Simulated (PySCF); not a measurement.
**Al2: energy against distance**

Set-up: PySCF, no relativity, basis sets Al def2-TZVPP. Energies in eV from Al + Al in their ground configurations at the same level. State: ³Πu (triplet), unpaired electrons σ ↑, π ↑.

All columns are PBE0.

```tsv
R (Å)	E (eV)	HOMO (eV)	LUMO (eV)	Mayer bond order	⟨S²⟩
2.353	-1.130	-4.65	-3.31	1.31	2.01
2.462	-1.361	-4.68	-3.18	1.27	2.01
2.572	-1.487	-4.69	-3.05	1.24	2.01
2.654	-1.531	-4.64	-2.97	1.21	2.01
2.736	-1.543	-4.54	-2.90	1.19	2.01
2.818	-1.530	-4.45	-2.83	1.17	2.01
2.928	-1.484	-4.34	-2.75	1.15	2.01
3.064	-1.395	-4.22	-2.66	1.13	2.01
3.228	-1.263	-4.10	-2.56	1.10	2.01
3.447	-1.067	-3.96	-2.46	1.08	2.01
```

The state is the lowest determinant that a PBE0 search found; another state may lie lower at other levels.
